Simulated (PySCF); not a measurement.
# Chlorine: a sound run and one with changed settings

Sound run: Cl [Ne] 3s2 3p5, Cl⁺ [Ne] 3s2 3p4. All numbers are calculated (PySCF 2.14, the non-relativistic Hamiltonian (point nucleus), in pcseg-2). The sound run starts from symmetry-adapted Hartree-Fock orbitals and uses a fine grid where one is needed.

A second run was set up differently.

```json
{"species": "Cl", "method": "UHF", "sound run (hartree)": "-459.47818", "changed run (hartree)": "-459.47818", "converged": "yes"}
{"species": "Cl", "method": "r2SCAN", "sound run (hartree)": "-460.12428", "changed run (hartree)": "-460.46734", "converged": "yes"}
{"species": "Cl", "method": "PBE0", "sound run (hartree)": "-460.00577", "changed run (hartree)": "-460.09425", "converged": "yes"}
{"species": "Cl⁺", "method": "UHF", "sound run (hartree)": "-459.04474", "changed run (hartree)": "-459.04474", "converged": "yes"}
{"species": "Cl⁺", "method": "r2SCAN", "sound run (hartree)": "-459.64506", "changed run (hartree)": "-459.97576", "converged": "yes"}
{"species": "Cl⁺", "method": "PBE0", "sound run (hartree)": "-459.52875", "changed run (hartree)": "-459.61212", "converged": "yes"}
```

Ionisation energy of Cl:

| method | sound run (eV) | changed run (eV) |
| --- | --- | --- |
| UHF | 11.794 | 11.794 |
| r2SCAN | 13.040 | 13.376 |
| PBE0 | 12.980 | 13.120 |

(1) What was changed?
A. level shift left on
B. radial grid too coarse
C. minimal basis
D. basis contracted for another Hamiltonian

Answers

(1) B. It used radial step 0.8 in ln r (0.13 in the sound run). A coarse radial grid mis-integrates the density and the exchange-correlation energy, with errors of either sign; Hartree-Fock needs no grid.
